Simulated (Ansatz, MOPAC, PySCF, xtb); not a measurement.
Complex: H2O (SMILES O) (first 3 atoms) with H2O (SMILES O); geometry from S66by8 set.
(charge 0, multiplicity 1):
```xyz
6

O     -1.625    -0.043     0.005
H     -1.945     0.860    -0.016
H     -0.665     0.055     0.000
O      1.547     0.038    -0.005
H      1.924    -0.400     0.761
H      1.920    -0.438    -0.750
```

Interaction energies are E(AB) − E(A) − E(B) at the monomers' geometry in the complex; basis-set methods are counterpoise corrected.

Correlated levels freeze the cores. Rows in 6-31G* carry no dispersion term and start afresh at each structure (6-31G* with six Cartesian d functions). MP2/6-31G* freezes PySCF's default core. The state reached by PM6 isn't checked.

Programs: Ansatz (a program for electronic structure) with Gaussian orbitals; MOPAC for PM6 (differences of heats of formation); PySCF for 6-31G* rows, the dispersion terms; xtb for the GFN methods. 

```tsv
level	interaction energy (meV)
GFN-FF	-235.0
PM6	-149.1
HF/aug-cc-pVDZ	-161.7
PBE-D4/def2-TZVPPD	-203.2
r2SCAN/def2-TZVPPD	(withheld)
B3LYP/6-31G*	-218.0
PBE0/def2-TZVPPD	-188.7
MP2/6-31G*	-215.6
MP2/aug-cc-pVTZ	-186.7
```

Question: Fill in the missing entries.

Answer: 
- r2SCAN/def2-TZVPPD, interaction energy (meV): -194.0
